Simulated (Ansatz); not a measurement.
Geometry optimisation, Ansatz 0.2.0, RKS PBE0-D4/def2-mTZVP.

Input:

```yaml
crystal:
  periodic: [false, false, false]
  atoms:
    - { symbol: F, position_ang: [0.7018, 0.1659, -1.2105] }
    - { symbol: C, position_ang: [-0.0637, -0.4261, -0.2576] }
    - { symbol: S, position_ang: [-0.8095, 0.8007, 0.8376] }
    - { symbol: H, position_ang: [0.6917, -1.0714, 0.288] }
    - { symbol: H, position_ang: [-0.8411, -1.0244, -0.7513] }
    - { symbol: H, position_ang: [0.3628, 1.4913, 1.0477] }
basis:
  gaussian: { orbitals: def2-mTZVP }
hamiltonian:
  xc: pbe0
  dispersion: d4
relax:
  f_tol: 0.015
  max_steps: 40
```

Run as:

```bash
$ ansatz run input.yaml --threads 1 --pin off --max-ram 2048MiB --backend cpu --events-out ev --progress --plain --runs-dir out
```

Question: Where does it end, and by what steps?

Answer: The run converged. After 5 steps the energy has fallen by 0.138 eV; H6 moved furthest, 0.25 Å.

```json
{"step": "0", "energy less start (eV)": "0.0000", "largest force component (eV/Å)": "1.326", "accepted": "yes"}
{"step": "1", "energy less start (eV)": "-0.1092", "largest force component (eV/Å)": "0.571", "accepted": "yes"}
{"step": "2", "energy less start (eV)": "-0.1315", "largest force component (eV/Å)": "0.303", "accepted": "yes"}
{"step": "3", "energy less start (eV)": "-0.1330", "largest force component (eV/Å)": "0.167", "accepted": "yes"}
{"step": "4", "energy less start (eV)": "-0.1382", "largest force component (eV/Å)": "0.025", "accepted": "yes"}
{"step": "5", "energy less start (eV)": "-0.1384", "largest force component (eV/Å)": "0.007", "accepted": "yes"}
```

```xyz
6
Properties=species:S:1:pos:R:3
F 0.658 0.102 -1.382
C -0.017 -0.397 -0.290
S -0.803 0.888 0.700
H 0.690 -0.971 0.309
H -0.820 -1.045 -0.644
H 0.334 1.360 1.260
```

Run time: 8 s on 1 thread of Intel(R) Xeon(R) 6975P-C (Granite Rapids), with other jobs on the host, peak memory 0.15 GiB.
